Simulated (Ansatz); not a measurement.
**C3H5N: vertical ionisation energy**

One table from this session's results is given with a row withheld; the runs are named, their logs left out.

Method: unrestricted cation, the program's frozen cores in correlated methods; program: Ansatz 0.2.0, Gaussian basis.

Plan: UKS PBE-D4/def2-TZVPP; UKS r2SCAN-D4/def2-TZVPP; UKS PBE0-D4/def2-TZVPP; UKS B3LYP-D4/def2-TZVPP; UKS wB97X-V/def2-TZVPP; UKS wB97M-V/def2-TZVPP; UKS B2PLYP/def2-TZVPP; UHF-CCSD(T)/def2-TZVPP; UHF-CCSD(T)/def2-QZVPP; extrapolation to the limit; then −ε(HOMO) from the neutral's earlier runs with LDA (SPW92), PBE-D4, revPBE-D4, BLYP-D4, r2SCAN-D4, B97M-V, PBE0-D4, B3LYP-D4, r2SCANh-D4, r2SCAN0-D4, HSE06-D4, BHLYP-D4, CAM-B3LYP-D4, LC-ωPBE, ωB97X-V, ωB97M-V.

**Structure used throughout**

All runs share one geometry, relaxed beforehand with PBE0-D4 in a triple-zeta def2 set.

SMILES `C#CNC`, 9 atoms, charge 0, spin multiplicity 1.

Atoms are counted from 1 here; the program's logs count them from 0.

Bond lengths: C1–C2 1.204 Å, C1–H5 1.063 Å, C2–N3 1.338 Å, N3–C4 1.453 Å, N3–H6 1.009 Å, C4–H7 1.091 Å, C4–H8 1.090 Å, C4–H9 1.096 Å. Angles: C2–C1–H5 179.1°, C1–C2–N3 177.6°, C2–N3–C4 118.1°, C2–N3–H6 114.2°, C4–N3–H6 114.6°, N3–C4–H7 108.9°, N3–C4–H8 109.0°, N3–C4–H9 113.1°, H7–C4–H8 108.3°, H7–C4–H9 109.1°, H8–C4–H9 108.5°.

Set-up of the first run:

File in.yaml:

```yaml
crystal:
  periodic: [false, false, false]
  atoms:
    - {symbol: C, position_ang: [-0.615832, 0.605454, -2.023858]}
    - {symbol: C, position_ang: [0.009266, 0.441770, -1.008364]}
    - {symbol: N, position_ang: [0.709624, 0.205991, 0.106519]}
    - {symbol: C, position_ang: [0.090020, -0.595806, 1.147722]}
    - {symbol: H, position_ang: [-1.153729, 0.750919, -2.928547]}
    - {symbol: H, position_ang: [1.229340, 1.001910, 0.443870]}
    - {symbol: H, position_ang: [0.825671, -0.788442, 1.929400]}
    - {symbol: H, position_ang: [-0.216318, -1.552120, 0.723226]}
    - {symbol: H, position_ang: [-0.789542, -0.115876, 1.592932]}
basis:
  gaussian: {orbitals: def2-TZVPP}
total_charge: 1
magnetization: {spin_polarized: true, initial_magnetization: 1}
hamiltonian: {xc: pbe, dispersion: d4}
```

Launch:

```
> ansatz run in.yaml --threads 2 --pin off --events-out ev --progress --plain --max-ram 32768MiB --backend cpu
```

Steps of the session up to this table: Cation, UKS PBE-D4/def2-TZVPP; Cation, UKS r2SCAN-D4/def2-TZVPP; Cation, UKS PBE0-D4/def2-TZVPP; Cation, UKS B3LYP-D4/def2-TZVPP; Cation, UKS wB97X-V/def2-TZVPP; Cation, UKS wB97M-V/def2-TZVPP; Cation, UKS B2PLYP (frozen core)/def2-TZVPP; Cation, UHF-CCSD(T)/def2-TZVPP; Cation, UHF-CCSD(T)/def2-QZVPP.

One of the session's tables, all rows but one given; the rest of the session is left out.

It belongs to the step «Ionisation energies side by side». Orbital estimates, from the neutral's runs:

```
  functional  −ε(HOMO) (eV)
 LDA (SPW92)           5.17
      PBE-D4           5.01
   revPBE-D4           4.95
     BLYP-D4           4.88
   r2SCAN-D4           5.22
      B97M-V           5.28
     PBE0-D4           6.23
    B3LYP-D4           6.02
  r2SCANh-D4           5.68
  r2SCAN0-D4              ?
    HSE06-D4           5.83
    BHLYP-D4           7.34
CAM-B3LYP-D4           7.56
     LC-ωPBE           8.89
     ωB97X-V           8.54
     ωB97M-V           8.44
```

Q: Estimate the row for r2SCAN0-D4 from the others.

Worked estimate for «−ε(HOMO) (eV)». Against the share of exact exchange, r2SCAN-D4 (0, 5.22), r2SCANh-D4 (0.1, 5.68) give a slope of 4.60 per unit share; at 0.25 the line stands at 6.37.

As computed: −ε(HOMO) (eV): 6.38. In «−ε(HOMO) (eV)» the line misses by -0.01.
